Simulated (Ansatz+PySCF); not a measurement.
**singlet CH₄: levels of theory in one basis**

```xyz
5

C     0.0000    0.0000    0.0000
H     0.5833    0.5833    0.5833
H     0.5833   -0.5833   -0.5833
H    -0.5833    0.5833   -0.5833
H    -0.5833   -0.5833    0.5833
```

Basis set: def2-SVP (spherical functions). Left uncorrelated: 1 orbital. Charge 0, multiplicity 1.

Computed with Ansatz (development build ahead of 0.2.0); each method stands on the lowest determinant of its kind that the runs found. NEVPT2 correlates all electrons. Active spaces start from the frontier orbitals, and the lowest solution found is given.

```json
{"method": "RHF", "E − E(RHF) (eV)": "0.00", "<S²> of the determinant": "0.00"}
{"method": "RHF-MP2", "E − E(RHF) (eV)": "-4.33", "<S²> of the determinant": "–"}
{"method": "RHF-CCSD", "E − E(RHF) (eV)": "-4.92", "<S²> of the determinant": "–"}
{"method": "CASSCF(8,8)", "E − E(RHF) (eV)": "-1.99", "<S²> of the determinant": "–"}
{"method": "SC-NEVPT2(8,8)", "E − E(RHF) (eV)": "-4.37", "<S²> of the determinant": "–"}
```

(1) What does RHF-CCSD(T) give on the same scale?

(2) Is a single determinant a sound starting point here?

Answers

(1) -5.01 eV.

(2) By this sign, yes. Unrestricted orbitals gain 0.00 eV and <S²> is 0.00 against 0.00 for a pure state. The CASSCF(8,8) natural occupations are 1.99, 1.98, 1.98, 1.98, 0.02, 0.02, 0.02, 0.02.
